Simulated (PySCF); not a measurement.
tetrafluoromethane cation (CF4), SMILES FC(F)(F)F (connectivity only; charge and spin as stated), charge +1, multiplicity 2.

The structure is a stationary point at B3LYP-D3(BJ)/def2-SVP. A frequency run showed that this geometry is not a minimum. The multiplicity is an assumed one; other spin states were not compared.

All values below come from B3LYP-D3(BJ)/def2-SVP in PySCF.

Harmonic, unscaled wavenumbers; measured fundamentals usually lie a few per cent lower.

Modes within 1.5 cm⁻¹ of each other (mostly degenerate sets) share a row, with their intensities summed.

```tsv
mode	ν (cm⁻¹)	IR (km/mol)	moving atoms (share of kinetic energy)
1–2	647i	840.8	C 81 %, F 19 %
3	341	0.0	F 100 %
4	375	0.0	F 100 %
5	566	2.5	F 78 %, C 22 %
6–7	715	94.8	F 95 %
8	831	5.3	C 64 %, F 36 %
9	906	0.0	F 100 %
```
